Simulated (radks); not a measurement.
**Li²⁺ in 2p1: an all-electron calculation**

What are the levels of the lithium ion Li2+, how large are its shells, and how does its energy divide?

The numbers are computed with radks (a radial shooting solver on a logarithmic mesh, Libxc functionals) version 1 (scalar-relativistic Kohn-Sham, exchange-only PBE, spin-polarised, spherical densities, finite nucleus; open shells are filled with parallel spins first), except any that are marked as measured or tabulated.

## 1. What is computed

```
element            : lithium (Z = 3)
charge             : +2
electrons          : 1
configuration      : 2p1
nuclear rms radius : 2.444 fm
```

Outer shells as boxes (Hund's rule):

Li²⁺
```
2p [↑ ][  ][  ]
```

## 2. The run

Input:

```text
Z 3
configuration 2p1 1s0 3p0
relativity scalar-relativistic
functional pbe,
spin polarised
nucleus finite rms 2.444 fm
c 137.035999084
```

Run with:

```sh
$ python run_ks.py task.json out
```

The same process makes all the runs of this session.

What does the calculation give?

**Answer**, as computed:

| quantity | value |
| --- | --- |
| total energy | -1.11674 hartree |
| exchange-correlation share of it | 23.58 % |
| −T/E | 1.0001 |
| highest occupied level | 2p up, -25.021 eV |
| most extended occupied level | 2p up, <r> = 1.67 bohr |
| radius at density 0.001 e/bohr³ | 2.96 bohr |
| maxima of the radial density | 1 |

What this shows: 1 principal shells are occupied and 1 maxima appear in the radial density. This is not the tabulated ground configuration, so its levels and sizes aren't those of the ground state, and no measured value stands beside it.
